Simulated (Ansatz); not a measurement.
## Worked example: correlation energy of [Cl···H···S], triplet

Geometry: a point of a hydrogen-transfer path between rigid fragments, not a stationary point.

```xyz
3

Cl    0.0000    0.0000   -1.3920
H     0.0000    0.0000   -0.2030
S     0.0000    0.0000    1.5950
```

Basis cc-pVDZ; Ansatz 0.2.0. Correlated methods freeze the noble-gas cores, which leaves 14 electrons in 31 orbitals. Prefix R: restricted or restricted open-shell reference; prefix U: unrestricted.

Full CI isn't at hand for all of this; UCCSDT(Q) serves as the reference, and is uncertain by about the last step of the cluster series.

The cluster runs stand on a determinant 0.02 eV above the lowest UHF solution, chosen by trial CCSD; the correlation energy below is counted from it.

Runs differ by some tens of microhartree through their thresholds and, for an open shell, their frozen cores, so steps under 0.03 kcal/mol mean nothing.

```csv
level,total energy (hartree)
UHF determinant under the cluster runs,-857.549678
UMP2,-857.787954
UCCSD,-857.821499
UCCSD(T),-857.825827
UCCSDT,-857.826361
UCCSDT(Q),-857.826756
```

Problem. What is the correlation energy at UCCSDT(Q), and what share of it do UMP2 and UCCSD recover?

Solution. E(corr) = -857.826756 − (-857.549678) = -0.277078 hartree = -7.540 eV. UMP2: -0.238276 / -0.277078 = 86.00 %. UCCSD: -0.271821 / -0.277078 = 98.10 %.

Problem. By how many kcal/mol does UCCSD(T) miss UCCSDT(Q) (1 hartree = 627.509 kcal/mol), and which steps make up the rest?

Solution. -857.825827 − (-857.826756) = 0.000929 hartree = 0.58 kcal/mol. Steps: UCCSDT − UCCSD(T) = -0.34, UCCSDT(Q) − UCCSDT = -0.25 kcal/mol. That is within 1 kcal/mol of the reference in this basis, which itself misses far more of the correlation at the basis-set limit.
